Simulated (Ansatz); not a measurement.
# FH3NSi: composite energy at a relaxed geometry from a Python script

A script is to give a composite energy at a relaxed geometry; the system is FH3NSi. SMILES: N[SiH]F.

Computed with Ansatz 0.2.0 through its Python package. The levels of theory stand in the script.

**1. Starting point**

Bond lengths: N1–Si2 1.652 Å, Si2–F3 1.578 Å, N1–H4 1.076 Å, N1–H5 1.010 Å, Si2–H6 1.487 Å. Angles: N1–Si2–F3 101.9°, N1–Si2–H6 106.6°, F3–Si2–H6 108.1°, Si2–N1–H4 106.6°, Si2–N1–H5 112.8°, H4–N1–H5 101.7°.

The script holds or builds the structure itself.

**2. The script**

fh3nsi.py

```python
"""Relax FH3NSi cheaply, then refine its energy."""

import itertools

import ansatz as az
from ase.data import atomic_numbers, covalent_radii
import numpy as np


def main() -> None:
    geometry_ang = [
        ("N", (-0.6817, -0.0807, -0.6474)),
        ("Si", (0.1297, -0.6062, 0.6923)),
        ("F", (1.6312, -0.3265, 0.2952)),
        ("H", (-0.5678, 0.9887, -0.6762)),
        ("H", (-0.2348, -0.3569, -1.5097)),
        ("H", (-0.2345, 0.3178, 1.7996)),
    ]
    geometry = az.Crystal.molecule()
    for symbol, xyz in geometry_ang:
        geometry = geometry.atom(symbol, xyz)

    calc = (
        geometry.calculation()
        .basis(gaussian="def2-SVP")
        .functional("b3lyp", dispersion="d4")
        .spin("collinear", total=1)
    )
    symbols = [site.symbol for site in geometry.cartesian_sites]
    start = np.array([site.position_ang for site in geometry.cartesian_sites], dtype=float)
    r = calc.relax(force_tolerance=0.01).run(threads=1).report
    end = np.array(r["positions_ang"])
    # pairs closer than 1.2 times the sum of covalent radii, before or after
    radius = [covalent_radii[atomic_numbers[s]] for s in symbols]
    span = lambda where, i, j: np.linalg.norm(where[i] - where[j])
    bonded = [(i, j) for i, j in itertools.combinations(range(len(symbols)), 2) if min(span(start, i, j), span(end, i, j)) < 1.2 * (radius[i] + radius[j])]
    print("pair        before    after (A)")
    for i, j in bonded:
        print(f"{symbols[i]}{i}-{symbols[j]}{j}".ljust(10), f"{span(start, i, j):8.4f} {span(end, i, j):8.4f}")

    minimum = az.Crystal.molecule()
    for symbol, place in zip(symbols, end):
        minimum = minimum.atom(symbol, place.tolist())
    at_minimum = minimum.calculation().spin("collinear", total=1)
    # MP2 extrapolated to the basis limit, plus the small-basis difference CCSD(T) - MP2
    level = lambda method, basis: at_minimum.basis(gaussian=basis).correlation(method).run(threads=1).report
    small, large, cluster = level("mp2", "cc-pVDZ"), level("mp2", "cc-pVTZ"), level("ccsd_t", "cc-pVDZ")
    corr = lambda each: (each["free_energy_ev"] - each["reference_energy_ev"]) / 27.211386246
    mp2_limit = (27 * corr(large) - 8 * corr(small)) / 19
    pieces = {"HF / cc-pVTZ": large["reference_energy_ev"] / 27.211386246, "MP2 correlation, DZ-TZ limit": mp2_limit, "CCSD(T) - MP2 / cc-pVDZ": corr(cluster) - corr(small)}
    for name, value in pieces.items():
        print(f"{name:32s} {value:14.6f} Ha")
    print(f"{'sum':32s} {sum(pieces.values()):14.6f} Ha")
    print("T1 diagnostic", round(cluster["correlation"]["coupled_cluster"]["t1_diagnostic"], 4))


if __name__ == "__main__":
    main()
```

**3. The calls as engine input**

The engine receives this input (first run):

```yaml
crystal:
  periodic: [false, false, false]
  atoms:
    - { symbol: "N", position_ang: [-0.6817, -0.0807, -0.6474] }
    - { symbol: Si, position_ang: [0.1297, -0.6062, 0.6923] }
    - { symbol: F, position_ang: [1.6312, -0.3265, 0.2952] }
    - { symbol: H, position_ang: [-0.5678, 0.9887, -0.6762] }
    - { symbol: H, position_ang: [-0.2348, -0.3569, -1.5097] }
    - { symbol: H, position_ang: [-0.2345, 0.3178, 1.7996] }
basis:
  gaussian:
    orbitals: def2-SVP
hamiltonian:
  xc: b3lyp
  dispersion: d4
magnetization:
  spin_polarized: true
  initial_magnetization: 1.0
relax:
  f_tol: 0.01
```

**4. Launch**

Launch:

```sh
> python fh3nsi.py
```

The program printed:

```text
pair        before    after (A)
N0-Si1       1.6521   1.7294
N0-H3        1.0758   1.0167
N0-H4        1.0097   1.0162
Si1-F2       1.5781   1.6380
Si1-H5       1.4875   1.5036
HF / cc-pVTZ                        -444.693508 Ha
MP2 correlation, DZ-TZ limit          -0.624159 Ha
CCSD(T) - MP2 / cc-pVDZ               -0.033849 Ha
sum                                 -445.351516 Ha
T1 diagnostic 0.0152
```

Wall time 57 s (1 thread of Arm Neoverse V2, shared host); peak memory 0.32 GiB.

**5. The relaxation of run 0, step by step**

Relaxation path:

```csv
step,energy from step 1 (eV),largest force component (eV/Å)
1,0.0000,3.0581
2,-0.3585,1.4588
3,-0.4937,0.5415
4,-0.5132,0.4119
5,-0.5035,0.7964
6,-0.5342,0.2773
7,-0.5427,0.1432
8,-0.5453,0.1423
9,-0.5503,0.0880
10,-0.5033,1.4394
11,-0.5559,0.0766
12,-0.5557,0.4039
13,-0.5577,0.1279
14,-0.5584,0.1694
15,-0.5602,0.1528
16,-0.5604,0.1215
17,-0.5609,0.0068
18,-0.5609,0.0076
```

Step 1 is the start. Steps 5, 10, 12 were tried and not accepted.

Before: Bond lengths: N1–Si2 1.652 Å, Si2–F3 1.578 Å, N1–H4 1.076 Å, N1–H5 1.010 Å, Si2–H6 1.487 Å. Angles: N1–Si2–F3 101.9°, N1–Si2–H6 106.6°, F3–Si2–H6 108.1°, Si2–N1–H4 106.6°, Si2–N1–H5 112.8°, H4–N1–H5 101.7°.

After: Bond lengths: N1–Si2 1.729 Å, Si2–F3 1.638 Å, N1–H4 1.017 Å, N1–H5 1.016 Å, Si2–H6 1.504 Å. Angles: N1–Si2–F3 108.1°, N1–Si2–H6 105.5°, F3–Si2–H6 109.2°, Si2–N1–H4 119.5°, Si2–N1–H5 121.9°, H4–N1–H5 111.2°.

Run 0 is this relaxation; the runs after it count from 1.

**6. The engine's runs**

From the records of these 3 runs:

| run | basis | method | energy (eV) | <S²> | iterations in all | CPU time (s) |
| --- | --- | --- | --- | --- | --- | --- |
| 1 | cc-pVDZ | mp2 | -12110.4022 | 0.76 | 16 | 0.58 |
| 2 | cc-pVTZ | mp2 | -12116.2305 | 0.76 | 12 | 2.5 |
| 3 | cc-pVDZ | ccsd_t | -12111.3232 | 0.76 | 24 | 4.7 |

**7. Results**

| quantity | value |
| --- | --- |
| T1 diagnostic | 0.0152 |
| composite energy | -445.351516 Ha |
| runs compared | 3 |

**Reading.** In CPU time, run 3 cost about 8.1 times as much as run 1. A T1 diagnostic under about 0.02 supports a single-reference treatment, as here. Run 0: The relaxation took 14 moves; the largest shift is 0.681 Å, of atom 4 (H). The sum leaves out core correlation, relativity, the Hartree-Fock basis error and zero-point energy; a DZ-TZ extrapolation is rough. The species is open-shell (spin multiplicity 2). b3lyp holds the VWN-RPA fit, as in Gaussian; the form of ORCA and Turbomole is b3lyp5. Inner cores stay frozen, so this is valence correlation. For Al to Cl the sets with a tight d function, cc-pV(X+d)Z, are usual. An extrapolation from small basis sets is rough.
